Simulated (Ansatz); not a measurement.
A made-up structure of Si2H3S (charge +1), singlet:

```xyz
6
angstrom
Si -0.6200 0.0860 -0.5076
Si 0.5694 0.2086 0.8599
S 1.1072 -1.2409 -0.5829
H -1.8357 -0.7139 -0.1213
H -0.4327 1.1914 -1.5125
H 1.2119 0.4688 1.8644
```

It is relaxed with PBE-D4/def2-SVP and then PBE0-D4/def2-TZVP (Ansatz 0.2.0). Atoms count as bonded within 1.22 times the sum of their covalent radii (H–H: 0.88 Å). The end point is not checked to be a true minimum.

Problem. Does its bonding change? (Judge from chemistry; the calculation decides.)

Solution. By the calculation: No: no bond forms or breaks.

Where it ends: The first stage lowers the energy by 3.61 eV in 7 steps. It ends as Si₂H₃S ([SiH]1[SiH2][S]1), total charge +1:
Si1  (-0.746, 0.077, -0.646)
Si2  (0.746, 0.196, 1.020)
S3  (1.100, -1.148, -0.462)
H4  (-1.996, -0.665, -0.416)
H5  (-0.697, 1.099, -1.704)
H6  (1.593, 0.440, 2.209)
(Å)

Labels in which every atom is bracketed show which atoms are joined, not bond orders.

For scale, one of the runs: PBE0-D4/def2-TZVP relaxation, 129 basis functions, launched by `ansatz run in.yaml --threads 2 --pin off --events-out ev --progress --plain --max-ram 4352MiB`. Hardware: 2 CPU threads of an Arm Neoverse V1, shared host. Wall time about 13 s.
